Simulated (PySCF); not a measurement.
# A diatomic session: AlP−

One job finds the state of AlP−, follows it along the bond with each method and fits the curves.

Computed with PySCF 2.14.0. Level: Al def2-TZVPPD, P def2-TZVPPD, no relativity.

2 further runs of the same task are left out: 2 set aside as unsound or not needed.

## 1. Set-up

The job is set up so:

```yaml
atoms: Al, P
charge: -1
basis: Al def2-TZVPPD, P def2-TZVPPD
Hamiltonian: no relativity
basis_functions: 96
electrons_treated: 29
masses_in_u: 26.9815, 30.9738
levels: PBE0, PBE, r²SCAN, revPBE, TPSSh, M06-L, M06, BHandHLYP, ωB97X, MP2, SCS-MP2, CCSD, CCSD(T)
grid: 80 radial by 434 angular points
occupations: held fixed by the projection of orbital angular momentum
dissociation_limit: Al + P−, each in its ground configuration
starting_distance_in_angstrom: 2.360
values_of_2S_to_try: 1, 3
```

Run with:

```bash
> OMP_NUM_THREADS=2 python dia.py task.json out
```

Further steps of the session: PBE0 along the bond; Higher solutions at PBE0; PBE (GGA); r²SCAN; revPBE; TPSSh (hybrid meta-GGA); M06-L (meta-GGA); M06 (hybrid meta-GGA); BHandHLYP; ωB97X (range-separated hybrid); Adding correlation.

What does the calculation give? Wanted: for each run, Re; ωe; De; μ.

The runs gave:

Lowest PBE0 solution found, without spin–orbit coupling: ²Σ⁺ (doublet), unpaired electrons σ ↑. State 2 has its PBE0 minimum 0.03 eV higher. The other levels ran on the lowest alone.

| level | Re (Å) | ωe (cm⁻¹) | De (eV) | μ (D) |
| --- | --- | --- | --- | --- |
| ROHF-CCSD | 2.144 | 551 | 3.47 | n/a |
| ROHF-CCSD(T) | 2.147 | 537 | 3.81 | n/a |
| PBE | 2.141 | 538 | 4.11 | -1.30 |
| revPBE | 2.149 | 533 | 3.91 | -1.28 |
| r²SCAN | 2.127 | 556 | 4.03 | -1.44 |
| M06-L | 2.117 | 569 | 4.03 | -1.48 |
| TPSSh | 2.131 | 548 | 3.84 | -1.43 |
| PBE0 | 2.125 | 555 | 3.83 | -1.56 |
| M06 | 2.122 | 552 | 3.91 | -1.76 |
| BHandHLYP | 2.123 | 551 | 3.37 | -1.80 |
| ωB97X | 2.113 | 566 | 3.68 | -1.86 |

De is counted to Al + P− in their ground configurations. A positive dipole points from Al to P; in an ion it is taken about the centre of mass and does not tell which atom is negative. No constants: ROHF-MP2 (the points don't follow one smooth fit); ROHF-SCS-MP2 (the points don't follow one smooth fit).

In words: Bond lengths run from 2.113 Å (ωB97X) to 2.149 Å (revPBE). Of the levels with a De here, BHandHLYP gives the least (3.37 eV) and PBE the most (4.11 eV).

Correlated steps freeze 10 core orbitals. T1 is 0.043 near the minimum (highest on the curve 0.060), which may point to more than one leading configuration. With some functionals the highest level of the anion is positive, from self-interaction error or because the anion is truly unbound there; the finite basis then holds the extra electron, and no neutral molecule was run to test the binding.
